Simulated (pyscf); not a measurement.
H₂N–InH₂ (SMILES [NH2][InH2]) + H₂S (SMILES S) → H₂N–InH–SH (SMILES [NH2][InH][SH]) + H₂ (SMILES [H][H]) (four-centre exchange; singlet surface; H–In, H–S broken, In–S, H–H formed). Single points on ωB97X-D3(BJ)/def2-SVP structures (PySCF, gas phase). Energies in kcal/mol from the separated reactants.

```tsv
level	barrier	reaction energy
PBE/def2-TZVP	9.7	-16.7
r²SCAN/def2-TZVP	9.7	-18.1
B3LYP-D3(BJ)/def2-TZVP	13.8	-17.2
PBE0-D3(BJ)/def2-TZVP	10.9	-17.3
M06-2X/def2-TZVP	13.0	-20.3
HF/def2-TZVP	31.0	-14.1
```

The functionals in the table span 4.1 kcal/mol in this barrier, from PBE to B3LYP-D3(BJ). On the reactant side the descent ends in an adduct with a In–S contact (not fully relaxed), 10.5 kcal/mol under the separated species and 22.9 kcal/mol under the saddle at ωB97X-D3(BJ)/def2-TZVP. What is counted as formed (In–S) is already present as a longer contact in the reactant adduct; forming that adduct is a step of its own. At ωB97X-D3(BJ)/def2-TZVP the barrier from the zero used here is 12.4 kcal/mol. One saddle was located; it need not be the lowest between these sides. Elements past Kr carry the def2 core potentials, without spin-orbit coupling.
